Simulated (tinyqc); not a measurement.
Worked calculation: geometry optimisation on the LDA (VWN5)/sto-6g surface (energies and gradients from PySCF), for CH+, spin multiplicity 1. Computed by tinyqc, a small Python program that keeps every step (integrals from PySCF). Settings: charge = 1, multiplicity = 1, basis = sto-6g, functional = lda,vwn, optimiser = bfgs, first Hessian = 0.6, largest step = 0.3, iteration cap = 30. Command: `OMP_NUM_THREADS=1 python tinyqc.py 28535 28536 out.jsonl` (the two numbers bound the seeds that draw the settings). One thread of a shared host (Intel(R) Xeon(R) Processor @ 2.60GHz), about 1 s of CPU time with the checks.

## Step 1: energy and gradient

positions at the start (bohr), order 1C, 2H:
```
[[0.00000, 0.00000, 0.00000],
 [0.00000, 0.00000, 1.85193]]
```

Self-consistent energy and analytic gradient at these positions.

energy = -37.5554656 hartree

gradient (hartree/bohr), order 1C, 2H:
```
[[0.0000000, 0.0000000, 0.2447571],
 [0.0000000, 0.0000000, -0.2447566]]
```

## Step 1: move

Quasi-Newton step p = -H^(-1) g (first H = 0.6 times the unit matrix); steps longer than 0.3 bohr are cut back (factor 0.520 here).

positions after step 1 (bohr), order 1C, 2H:
```
[[0.00000, 0.00000, -0.21213],
 [0.00000, 0.00000, 2.06406]]
```

## Step 2: energy and gradient

As before.

energy = -37.6026532 hartree

gradient (hartree/bohr), order 1C, 2H:
```
[[0.0000000, 0.0000000, 0.0171884],
 [0.0000000, 0.0000000, -0.0171884]]
```

## Step 2: move

inverse Hessian in use (bohr^2/hartree):
```
[[1.66667, 0.00000, 0.00000, 0.00000, 0.00000, 0.00000],
 [0.00000, 1.66667, 0.00000, 0.00000, 0.00000, 0.00000],
 [0.00000, 0.00000, 1.29942, 0.00000, 0.00000, 0.36725],
 [0.00000, 0.00000, 0.00000, 1.66667, 0.00000, 0.00000],
 [0.00000, 0.00000, 0.00000, 0.00000, 1.66667, 0.00000],
 [0.00000, 0.00000, 0.36725, 0.00000, 0.00000, 1.29942]]
```

Quasi-Newton step p = -H^(-1) g (the inverse Hessian comes from BFGS updates; coordinates in the order x, y, z of each atom); steps longer than 0.3 bohr are cut back.

positions after step 2 (bohr), order 1C, 2H:
```
[[0.00000, 0.00000, -0.22815],
 [0.00000, 0.00000, 2.08009]]
```

## Convergence

Stop when the largest gradient component is below 3e-5 hartree/bohr. The inverse Hessian follows the BFGS update with s = step, y = change of gradient.

Course of the optimisation:
```
step  E (hartree)  largest gradient (hartree/bohr)
1     -37.5554656                         2.45e-01
2     -37.6026532                         1.72e-02
3     -37.6030537                         7.93e-03
4     -37.6031691                         5.78e-04
5     -37.6031698                         2.17e-05
```

Final distances (angstrom):
```
pair   distance
2H-1C   1.23713
```

Converged in 5 steps.
